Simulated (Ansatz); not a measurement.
C4H6O (`O=C1CCC1`), relaxed with RKS PBE-D4/def2-SVP in Ansatz 0.2.0 from a rough embedded geometry. The force threshold is 0.03 eV/Å; the program also tests the step.

Total charge 0; spin multiplicity 1.

Start:

```xyz
11

O    -1.013   -2.069   -0.441
C    -0.497   -1.014   -0.216
C     0.542   -0.546    0.781
C     0.426    0.870    0.185
C    -0.629    0.368   -0.819
H     1.510   -1.030    0.666
H     0.230   -0.649    1.818
H     0.058    1.618    0.883
H     1.341    1.236   -0.275
H    -1.624    0.798   -0.714
H    -0.344    0.418   -1.868
```

By how much does the energy fall, and how many steps does the optimiser take? (An estimate is asked.)

Computed: 0.08 eV, in 4 steps.

Which bonds change most? (Estimate.)

The calculation gave: C2–C3 from 1.514 to 1.541 Å; C2–C5 from 1.514 to 1.541 Å; C3–H6 from 1.089 to 1.110 Å; C5–H11 from 1.089 to 1.110 Å.

Give the relaxed structure. (An estimate is asked.)

Ansatz gave: 
```xyz
11

O    -1.024   -2.093   -0.446
C    -0.503   -1.028   -0.219
C     0.554   -0.550    0.795
C     0.430    0.878    0.187
C    -0.637    0.380   -0.832
H     1.536   -1.055    0.682
H     0.236   -0.668    1.853
H     0.061    1.644    0.895
H     1.360    1.256   -0.278
H    -1.656    0.810   -0.732
H    -0.357    0.424   -1.905
```
